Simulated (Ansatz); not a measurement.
Geometry optimisation, RKS r2SCAN-D4/6-31G* (Ansatz 0.2.0).

Input file:

```yaml
crystal:
  periodic: [false, false, false]
  atoms:
    - { symbol: B, position_ang: [0.0, 0.0, 0.0] }
    - { symbol: "N", position_ang: [0.0, 0.0, 1.9] }
    - { symbol: H, position_ang: [-0.877, -0.2713, 2.43] }
    - { symbol: H, position_ang: [0.877, 0.2713, 2.43] }
    - { symbol: H, position_ang: [1.0305, 0.0, -0.595] }
    - { symbol: H, position_ang: [-1.0305, 0.0, -0.595] }
    - { symbol: Si, position_ang: [-0.2814, 2.1166, 0.7095] }
    - { symbol: H, position_ang: [-1.6383, 2.5579, 0.4002] }
    - { symbol: H, position_ang: [-0.0669, 2.1796, 2.1523] }
    - { symbol: H, position_ang: [0.6781, 2.9876, 0.037] }
    - { symbol: H, position_ang: [-0.1504, 1.1313, 1.7779] }
basis:
  gaussian: { orbitals: "6-31G*" }
hamiltonian:
  xc: r2scan
  dispersion: d4
relax:
  f_tol: 0.15
  max_steps: 25
  restrain:
    - { distance: [0, 6], at: 3.15, k: 30.0 }
    - { distance: [10, 1], at: 2.26, k: 30.0 }
    - { distance: [0, 1], at: 1.55, k: 30.0 }
    - { distance: [10, 6], at: 1.46, k: 30.0 }
```

Launched with:

```bash
$ ansatz run input.yaml --threads 1 --pin off --max-ram 2048MiB --backend cpu --events-out ev --progress --plain --runs-dir out
```

**Question.** Where does it end, and by what steps?

**Answer.** The run converged. The restraints hold the end off the free minimum; the threshold counts their pulls, which the force column leaves out. Restrained pairs: B1–Si7 (2.25 → 3.16 Å), N2–H11 (1.15 → 2.28 Å), B1–N2 (1.90 → 1.47 Å), Si7–H11 (1.46 → 1.47 Å). After 14 steps the energy has fallen by 5.011 eV (the restraints' own energy left out); H9 moved furthest, 1.65 Å.

```json
{"step": "0", "energy less start (eV)": "0.0000", "largest force component (eV/Å)": "6.933", "accepted": "yes"}
{"step": "1", "energy less start (eV)": "0.7359", "largest force component (eV/Å)": "4.250", "accepted": "yes"}
{"step": "2", "energy less start (eV)": "0.9376", "largest force component (eV/Å)": "2.926", "accepted": "yes"}
{"step": "3", "energy less start (eV)": "0.1105", "largest force component (eV/Å)": "2.961", "accepted": "yes"}
{"step": "4", "energy less start (eV)": "-1.5617", "largest force component (eV/Å)": "2.245", "accepted": "yes"}
{"step": "5", "energy less start (eV)": "-2.5752", "largest force component (eV/Å)": "2.090", "accepted": "yes"}
{"step": "6", "energy less start (eV)": "-3.3662", "largest force component (eV/Å)": "2.010", "accepted": "yes"}
{"step": "7", "energy less start (eV)": "-4.0838", "largest force component (eV/Å)": "1.546", "accepted": "yes"}
{"step": "8", "energy less start (eV)": "-4.5909", "largest force component (eV/Å)": "1.680", "accepted": "yes"}
{"step": "9", "energy less start (eV)": "-4.8611", "largest force component (eV/Å)": "1.957", "accepted": "yes"}
{"step": "10", "energy less start (eV)": "-4.9642", "largest force component (eV/Å)": "2.201", "accepted": "yes"}
{"step": "11", "energy less start (eV)": "-4.9878", "largest force component (eV/Å)": "2.334", "accepted": "yes"}
{"step": "12", "energy less start (eV)": "-5.0010", "largest force component (eV/Å)": "2.254", "accepted": "no"}
{"step": "13", "energy less start (eV)": "-5.0000", "largest force component (eV/Å)": "2.582", "accepted": "yes"}
{"step": "14", "energy less start (eV)": "-5.0107", "largest force component (eV/Å)": "2.287", "accepted": "yes"}
```

```xyz
11
Properties=species:S:1:pos:R:3
B 0.103 -0.240 0.318
N 0.065 -0.806 1.671
H -0.790 -1.087 2.126
H 0.893 -0.925 2.237
H 1.168 0.057 -0.144
H -0.930 -0.140 -0.285
Si -0.391 2.813 0.947
H -1.794 2.953 0.468
H -0.145 3.824 2.017
H 0.539 3.071 -0.186
H -0.176 1.454 1.478
```

The run took 22 s on 1 thread of AMD EPYC 9R45 96-Core Processor (Zen 5), on a shared host, peak memory 0.16 GiB.
